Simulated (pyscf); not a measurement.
Structures and frequencies: ωB97X-D3(BJ)/def2-SVP in PySCF. MP2 and CC: frozen core, UHF for open shells. ΔMP2 is the change of the MP2 total energy from the triple- to the quadruple-zeta basis.

SMILES: NN
```xyz
6

N      0.9493     0.2960    -0.4303
N     -0.4631     0.2730    -0.4765
H      1.3126     0.5866     0.4791
H      1.2959    -0.6438    -0.6115
H     -0.8874     0.0764     0.4317
H     -0.7936     1.1879    -0.7763
```

Task: List the bond dissociation enthalpies at 298 K of H₂N–NH₂ (SMILES NN) from CCSD(T)/def2-TZVPP + ΔMP2(QZVPP), from the weakest bond up.

Result: N–N to NH₂• + NH₂•: 64.1 kcal/mol; H–N to •HN–NH₂ + H•: 82.3 kcal/mol. Ring and multiple bonds, and those that leave no two simple radicals, are not listed. Other isomers of •HN–NH₂ were not searched in full and may lie lower. The CCSD(T) − MP2 part came from Ansatz, without density fitting, on the same reference.
